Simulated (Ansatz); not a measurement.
How far a parabola holds: energy against volume of zinc-blende BP

Results of BLYP (plane waves, PAW; Ansatz, a program for electronic structure) for zinc-blende BP. Settings: plane-wave cutoff 520 eV, 12×12×12 k mesh, Fermi–Dirac smearing 0.01 eV, scalar-relativistic PAW data made under PBE. The cell has no free parameter but its volume, all volumes share cutoff and mesh, and the runs aren't spin-polarised. Energies are free energies at the run's smearing, counted from the lowest row; static lattice.

| V (Å³/atom) | E (meV/atom) |
|---|---|
| 11.403 | ? |
| 11.646 | 9.62 |
| 11.888 | 2.33 |
| 12.131 | 0.00 |
| 12.373 | 2.17 |
| 12.616 | 8.41 |

Task: Using a parabola, estimate the missing E at V = 11.403 from the other rows, showing the fit.

Result: With u = V - 12.13, the rows have u = -0.48400, -0.24200, 0.00100, 0.24300, 0.48600. Least squares gives E = -0.002 - 1.133·u + 38.334·u². Residuals (row less fit): 0.094, -0.187, 0.003, 0.184, -0.092; standard error 0.207 (degrees of freedom: 2). The fitted curve has its minimum at V = 12.1, where E = -0.01. Its curvature is d²E/dV² = 2 × 38.334 meV/Å⁶, so B = V0·d²E/dV² × 0.1602 = 149 GPa. At the withheld row, u = -0.72700, so E = -0.002 - 1.133 × (-0.72700) + 38.334 × (-0.72700)² = 21.082 meV/atom. The calculation gives 22.38 meV/atom, 1.298 meV/atom above the prediction (5.8 % of the range of E in the table). The row lies outside the fitted rows, so this is an extrapolation. From the scatter of the fitted rows alone, a prediction at this place has a standard error of 0.491 meV/atom, so the miss is 2.6 times that.

The residuals are curvature that a parabola lacks, not noise. A solid that stiffens under compression and softens on expansion lies above the parabola at the compressed end and under it at the expanded end, as this row does. A third-order Birch-Murnaghan fit to the whole scan has B0 = 148 GPa. Only scans are tabulated whose curvature falls smoothly with volume, and where the parabola meets the shown rows within 5 % of their range and misses the end by 0.1 meV or more.

Measured, for comparison: bulk modulus 176 GPa (0 K, zero-point effect removed, sources range from 168 to 176; as tabulated in Goldzak et al. (2022), arXiv:2208.04865). Computed less measured: bulk modulus -16 % (-12 % to -16 % over the range).
